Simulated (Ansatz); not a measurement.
# CHAl (triplet): wave-function methods side by side at distance Al1–C2 = 2.671 Å, 6-31G

Aim: climb from Hartree-Fock through coupled cluster and multireference methods for CHAl (triplet) at one geometry and basis, and see what each rung misses.

The runs use Ansatz 0.2.0, Gaussian basis; 6-31G, core rule «outside noble gas», up to 6 orbitals frozen.

To be run: UHF; CCSD(T) on ROHF; CCSD(T) on UHF; BCCD(T) on ROHF; CISD; CCSDT(Q) on ROHF; CCSDT(Q) on UHF; CISDTQ; CCSDTQ on ROHF; CCSDTQ on UHF; CASSCF and MRCISD+Q, 4 electrons in 4 orbitals; CASSCF and NEVPT2, 4 electrons in 4 orbitals; CASSCF and MRCISD+Q, 8 electrons in 9 orbitals; CASSCF and NEVPT4(SD), 8 electrons in 9 orbitals; CASSCF and NEVPT2, 8 electrons in 9 orbitals; Full CI.

18 further runs of the same task are left out: 14 that didn't finish, 4 set aside as unsound or not needed.

### 1 The geometry

The geometry derives from a PBE0/def2-TZVP stationary point (not a proven minimum). One bond is set to the value named and the two fragments are kept rigid.

3 atoms, charge 0, spin multiplicity 3.

Atoms are counted from 1 here; the program's logs count them from 0.

Bond lengths: Al1–H3 1.601 Å.

Coordinates:

```xyz
3
charge 0, multiplicity 3
Al    0.0000    0.0000    0.3567
C     0.0000    0.0000   -2.3143
H     0.0000    0.0000    1.9576
```

### 2 UHF

Input file in.yaml:

```yaml
crystal:
  periodic: [false, false, false]
  atoms:
    - {symbol: Al, position_ang: [0.000000, 0.000000, 0.356700]}
    - {symbol: C, position_ang: [0.000000, 0.000000, -2.314300]}
    - {symbol: H, position_ang: [0.000000, 0.000000, 1.957600]}
basis:
  gaussian: {orbitals: 6-31G}
magnetization: {spin_polarized: true, initial_magnetization: 2}
hamiltonian: {xc: hf}
output: {orbitals: {seedname: orbitals}}
```

Launch:

```sh
$ ansatz run in.yaml --threads 1 --pin off --events-out ev --progress --plain --max-ram 2393MiB
```

Further steps of the session: CCSD(T) on ROHF; CCSD(T) on UHF; BCCD(T) on ROHF; CISD; CCSDT(Q) on ROHF; CCSDT(Q) on UHF; CISDTQ; CCSDTQ on ROHF; CCSDTQ on UHF; CASSCF and MRCISD+Q, 4 electrons in 4 orbitals; CASSCF and NEVPT2, 4 electrons in 4 orbitals; CASSCF and MRCISD+Q, 8 electrons in 9 orbitals; CASSCF and NEVPT4(SD), 8 electrons in 9 orbitals; CASSCF and NEVPT2, 8 electrons in 9 orbitals; Full CI.

Before running them: what should the planned runs give, taken together? Wanted: FCI below the RHF energy; RMP2 from FCI; UMP2 from FCI; RCCSD from FCI; RCCSD(T) from FCI; UCCSD(T) from FCI; RCCSDT(Q) from FCI; UCCSDT(Q) from FCI; NEVPT2 pair from FCI.

As calculated:

| quantity | value |
| --- | --- |
| FCI below the RHF energy | -2.8331 eV |
| RMP2 from FCI | +1098.5 meV |
| UMP2 from FCI | +1056.7 meV |
| RCCSD from FCI | +166.3 meV |
| RCCSD(T) from FCI | +73.0 meV |
| UCCSD(T) from FCI | +73.5 meV |
| RCCSDT(Q) from FCI | -1.5 meV |
| UCCSDT(Q) from FCI | -3.2 meV |
| NEVPT2 pair from FCI | +1003.7 meV |
| MRCISD+Q pair from FCI | +44.9 meV |
| NEVPT2 valence from FCI | +301.2 meV |
| levels within 1 kcal/mol (43 meV) | RCCSDT, UCCSDT, CISDTQ, RCCSDT(Q), UCCSDT(Q), RCCSDTQ, UCCSDTQ, MRCISD valence, MRCISD+Q valence |
| T1 diagnostic | 0.061 |
| effectively unpaired electrons | 2.19 |

In words: RCCSD(T) lands +73.0 meV from the yardstick (2.6 % of the correlation energy). UCCSDT(Q) falls below full CI: unrestricted runs freeze a spin-polarised core, another one than full CI's, and coupled cluster isn't variational. The occupations are near whole numbers, but T1 = 0.061 shows that the orbitals relax strongly. Of the multireference levels listed MRCISD+Q valence comes nearest in total energy (+16.5 meV), which doesn't show that its space is the better one. These misses are within one basis, not against nature; the frozen cores of restricted and unrestricted runs differ, which can shift their rows.
